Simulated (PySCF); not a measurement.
## 2-Butanone: calculation and literature

Atoms are numbered as in `[CH3:1][CH2:2][C:3]([CH3:4])=[O:5]` (H(Xn): hydrogen on atom n).

What is known from experiment: δ 13C C3 218.3; C2 38.2; C4 29.6; C1 8.3; δ 1H H(C2) 2.49; H(C4) 2.16; H(C1) 1.05 ppm (measured; solution, TFE-d3, 298 K; Fulmer et al., Organometallics 2010, 29, 2176).
δ 17O O5 564.4 ppm (measured; liquid, neat, 295 K; 17O NMR survey of organic solvents and oxofluorinated compounds, PMC5915748).
δ 13C C3 208.7; C2 35.8; C4 29.3; C1 7.6; δ 1H H(C2) 2.43; H(C4) 2.07; H(C1) 0.91 ppm (measured; solution, DMSO-d6, 298 K; Fulmer et al., Organometallics 2010, 29, 2176).
δ 13C C2 35.2; C1 7.0; δ 1H H(C2) 2.44; H(C1) 1.06 ppm (measured; solution, not stated per compound (mostly CDCl3 or CCl4); Pretsch, Buehlmann, Badertscher, Structure Determination of Organic Compounds, 4th ed. (2009)). Coupling constants: 3J(H(C2),H(C1)) 7.4 Hz, 2J(C4,C2) 15.2 Hz.

[PySCF: B97-2/pcSseg-2 with gauge-including orbitals; PBE0-D3(BJ)/def2-TZVP geometry; B3LYP/pcJ-2 coupling constants (without the spin–dipole term); gas phase; a single conformation; non-relativistic Hamiltonian; equivalent nuclei averaged]

**Question.** What does the calculation give, and how does it compare?

**Answer.** 
Reference values: measured (solution, TFE-d3, 298 K; Fulmer et al., Organometallics 2010, 29, 2176).
```csv
atoms,quantity,reference,computed,"computed, scaled"
C3,δ 13C,218.3,215.3,205.7
C2,δ 13C,38.2,39.8,36.3
C4,δ 13C,29.6,30.9,27.8
C1,δ 13C,8.3,9.7,7.3
H(C2),δ 1H,2.49,2.46,2.45
H(C4),δ 1H,2.16,2.08,2.10
H(C1),δ 1H,1.05,0.97,1.05
```

Reference values: measured (liquid, neat, 295 K; 17O NMR survey of organic solvents and oxofluorinated compounds, PMC5915748).
```tsv
atoms	quantity	reference	computed	computed, scaled
O5	δ 17O vs D2O (external)	564.4	–	570.9
```

Reference values: measured (solution, DMSO-d6, 298 K; Fulmer et al., Organometallics 2010, 29, 2176).
```
atoms  quantity  reference  computed  computed, scaled
   C3     δ 13C      208.7     215.3             205.7
   C2     δ 13C       35.8      39.8              36.3
   C4     δ 13C       29.3      30.9              27.8
   C1     δ 13C        7.6       9.7               7.3
H(C2)      δ 1H       2.43      2.46              2.45
H(C4)      δ 1H       2.07      2.08              2.10
H(C1)      δ 1H       0.91      0.97              1.05
```

Reference values: measured (solution, not stated per compound (mostly CDCl3 or CCl4); Pretsch, Buehlmann, Badertscher, Structure Determination of Organic Compounds, 4th ed. (2009)).
| atoms | quantity | reference | computed | computed, scaled |
| --- | --- | --- | --- | --- |
| C2 | δ 13C | 35.2 | 39.8 | 36.3 |
| C1 | δ 13C | 7.0 | 9.7 | 7.3 |
| H(C2) | δ 1H | 2.44 | 2.46 | 2.45 |
| H(C1) | δ 1H | 1.06 | 0.97 | 1.05 |

Computed shifts are σ(ref) − σ with the named reference compound (TMS for H and C) calculated as an isolated molecule at the same level. The measured values may be among those fitted. Shieldings were converted by linear fits to measured shifts (mostly CDCl3, TMS scale, for H and C): 1H (scatter 0.14 ppm rms, 0.16 ppm with the 4 outliers that the fit left out); 13C (scatter 2.0 ppm rms, 2.1 ppm with the 1 outlier that the fit left out); 17O (scatter 12.8 ppm rms vs liquid water, solution or neat liquid). A few per cent of atoms miss by over 2 rms, more outside the fitted compound classes.

Coupling constants in Hz (some tables give magnitudes without signs):
| coupling | reference | computed | source |
| --- | --- | --- | --- |
| 3J(H(C2),H(C1)) | 7.4 | 8.1 | measured; liquid or solution (compiled); DeVience et al., arXiv:2103.01289 (literature column, mostly SDBS) |
| 2J(C4,C2) | 15.2 | 17.7 | measured; liquid or solution; F. J. Weigert, PhD thesis, Caltech 1968 (Carbon-13 magnetic resonance spectroscopy) |

**Question.** How far are the unscaled 13C shifts from the references?

**Answer.** Mean signed difference +2.29 ppm, mean absolute 2.89 ppm over 10 comparisons; the largest is +6.6 ppm at C3 (ketone carbonyl carbon).

**Question.** How far are the unscaled 1H shifts from the references?

**Answer.** Mean signed difference -0.02 ppm, mean absolute 0.05 ppm over 8 comparisons; the largest is -0.09 ppm at H(C1) (hydrogen on a methyl carbon).

21 of the 90 published NMR values on file for this molecule are compared. The rest: values from further sources, protons in aromatic solvents.
